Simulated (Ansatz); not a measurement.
NbCo₂: computed properties

Level of theory: DFT PBEsol, scalar-relativistic, plane waves, PAW (Ansatz).

Cutoff 420 eV; k points 10×10×10 on the computed 6-atom cell (Γ-centred); Gaussian smearing, width 0.10 eV; no spin polarisation.

The structure is relaxed at this level of theory with its symmetry kept. Whether it is the stable form of this composition wasn't checked.

The structure is cubic, space group Fd-3m (No. 227). The conventional cell has a = 6.645 Å, b = 6.645 Å, c = 6.645 Å, α = 90.00°, β = 90.00°, γ = 90.00°. Around Nb (site symmetry -43m) lie 12 Co at 2.76 Å and 4 Nb at 2.88 Å. Co (site symmetry -3m) has 6 Co at 2.35 Å as nearest neighbours.

| Property | Result |
| --- | --- |
| Volume per atom | 12.23 Å³ |
| Formation energy from the elements' standard states (uncorrected) | -0.198 eV/atom |
| Kohn–Sham band gap | none (metal) |
| Density of states at the Fermi level | 7.30 states/eV per cell |
| Löwdin character within 0.5 eV of the Fermi level | Co 3d 64 %, Nb 4d 29 % |
| Bulk modulus | 260 GPa |
| Its pressure derivative | 4.4 |
| Bader charges (e) | Nb (2 in the cell) 0.95, Co (4 in the cell) -0.47 |

Spin polarisation was left out, and a magnetic state may lie lower.

A ferromagnetic start lost its moments in a first run, so spin was left out; other magnetic orders weren't tried.

Cost: 6 runs of about 3.1 core-minutes in all, on Arm Neoverse V1 (shared hosts).